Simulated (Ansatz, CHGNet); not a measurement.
Elastic constant C11 (GPa) of solids drawn from the class of oxides, at two levels: the machine-learned potential CHGNet-r²SCAN (trained on r²SCAN data), and r²SCAN (plane waves, PAW; Ansatz, a first-principles code).

| solid | CHGNet-r²SCAN | r²SCAN |
|---|---|---|
| rutile TiO2 | 234 | 291 |
| rock-salt MgO | 252 | 310 |
| cubic perovskite BaZrO3 | 264 | ? |
| cubic perovskite BaHfO3 | 286 | 340 |
| cubic perovskite KTaO3 | 350 | 462 |
| corundum Ga2O3 (metastable phase) | 298 | 412 |
| anatase TiO2 (metastable phase) | 282 | 364 |
| rock-salt CaO | 201 | ? |
| rutile SnO2 | 193 | 254 |
| rock-salt SrO | 171 | 183 |

Question: Estimate the withheld r²SCAN values from the other rows.

Answer: One way: carry over the typical ratio. The ratios r²SCAN / CHGNet-r²SCAN of the other rows, in order: 1.070, 1.189, 1.230, 1.244, 1.291, 1.316, 1.320, 1.383; median 1.2675. Cubic perovskite BaZrO3: 264 × 1.2675 = 335 GPa; the run gives 319 GPa. Rock-salt CaO: 201 × 1.2675 = 255 GPa; the run gives 231 GPa. The ratios spread from 1.070 to 1.383, so such an estimate is rough.

Over all 10 rows r²SCAN is the larger in 10.

Ansatz's runs of these crystals have no spin polarisation.

Spin–orbit coupling is left out, also for the solids with elements from indium on (cubic perovskite BaZrO3, cubic perovskite BaHfO3, cubic perovskite KTaO3, rutile SnO2); its size isn't shown.

Each level is taken at its own relaxed cell. Ansatz's density-functional and Hartree–Fock values are scalar-relativistic unless marked +SOC, with PAW data made under PBE.
